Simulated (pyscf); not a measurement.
This saddle point was located with ωB97X-D3(BJ)/def2-SVP in PySCF.

```xyz
9

N     -0.4172     0.4098     1.0038
Si    -0.9004    -0.1249    -0.5517
Cl    -0.2737    -2.0968    -0.3994
Cl    -2.7982     0.7119    -0.5834
H      0.4141     0.0429     1.4534
H     -0.7159     1.3067     1.3701
H     -1.1602    -0.4645    -2.1579
H      0.2411     0.8516    -1.4056
H     -0.3473     0.2778    -2.0226
```

Surface: singlet, charge 0. Lowest wavenumbers (cm⁻¹): 1571i, 98, 176, 306, 332.

**Question.** What reaction is this the transition state of?

**Answer.** `[NH2][SiH]([Cl])[Cl]` + `[H][H]` <-> `[NH2][SiH]([Cl])[Cl]` + `[H][H]`, a four-centre exchange read from left to right: H–Si, H–H broken and H–Si, H–H formed. At ωB97M-D3(BJ)/def2-TZVP it lies +66.2 kcal/mol from the left side and +66.2 kcal/mol from the right (each side as separated species at their lowest minima found). At the saddle there is also a short H–Si contact that neither side keeps. The same reactants have a lower exit, to Cl–SiH₂–Cl + NH₃ (barrier +47.3 kcal/mol at ωB97M-D3(BJ)/def2-TZVP, against +66.2 kcal/mol here). This is the saddle that the search found; another between the same sides may lie lower.
